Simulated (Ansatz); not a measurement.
## PF3, singlet: reading a ladder of total energies

Geometry: MP2(full)/6-31G*, from the G2/97 set.

```xyz
4

P     0.0000    0.0000    0.5107
F     0.0000    1.3839   -0.2776
F     1.1985   -0.6919   -0.2776
F    -1.1985   -0.6919   -0.2776
```

Basis STO-3G; Ansatz 0.2.0. Correlated methods freeze the noble-gas cores, which leaves 26 electrons in 16 orbitals. R marks a restricted (for open shells ROHF) determinant.

Full CI is exact within this basis and frozen core; it isn't the basis-set limit.

Runs differ by some tens of microhartree through their thresholds, so steps under 0.03 kcal/mol mean nothing.

| level | total energy (hartree) |
| --- | --- |
| RHF | -631.024665 |
| RMP2 | -631.102782 |
| RCCSD | -631.122554 |
| RCCSD(T) | -631.127570 |
| RCCSDT | -631.128589 |
| RCCSDT(Q) | -631.128887 |
| RCCSDTQ | -631.128830 |
| full CI | -631.128820 |

Question: What is the correlation energy at full CI, and what share of it do RMP2 and RCCSD recover?

Answer: E(corr) = -631.128820 − (-631.024665) = -0.104155 hartree = -2.834 eV. RMP2: -0.078117 / -0.104155 = 75.00 %. RCCSD: -0.097889 / -0.104155 = 93.98 %.

Question: By how many kcal/mol does RCCSD(T) miss full CI (1 hartree = 627.509 kcal/mol), and which steps make up the rest?

Answer: -631.127570 − (-631.128820) = 0.001250 hartree = 0.78 kcal/mol. Steps: RCCSDT − RCCSD(T) = -0.64, RCCSDT(Q) − RCCSDT = -0.19, RCCSDTQ − RCCSDT(Q) = 0.04, full CI − RCCSDTQ = 0.01 kcal/mol. That is within 1 kcal/mol of the reference in this basis, which itself misses far more of the correlation at the basis-set limit.
